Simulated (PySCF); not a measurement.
These are B3LYP-D3(BJ)/def2-TZVP // B3LYP-D3(BJ)/def2-SVP (PySCF) values and carry that method's errors. Isolated molecules, 0 K electronic values unless said otherwise. B3LYP has the VWN-RPA correlation part, as in Gaussian. Delta-SCF ions had no search for a lower state. 

Reference species (SMILES): `N(C)(C)C` (neutral, multiplicity 1).

```json
{
 "vertical ionisation energy (Delta-SCF)": "8.29 eV",
 "HOMO–LUMO gap": "6.70 eV"
}
```

Changed species: `N#C` (free base NCH; the reference has free base N(CH3)3).

### Question
What does the change do to the vertical ionisation energy (Delta-SCF) and HOMO–LUMO gap?

### Answer
the vertical ionisation energy (Delta-SCF) increases by 5.37 eV, to 13.66 eV; the HOMO–LUMO gap rises by 3.31 eV, to 10.01 eV.
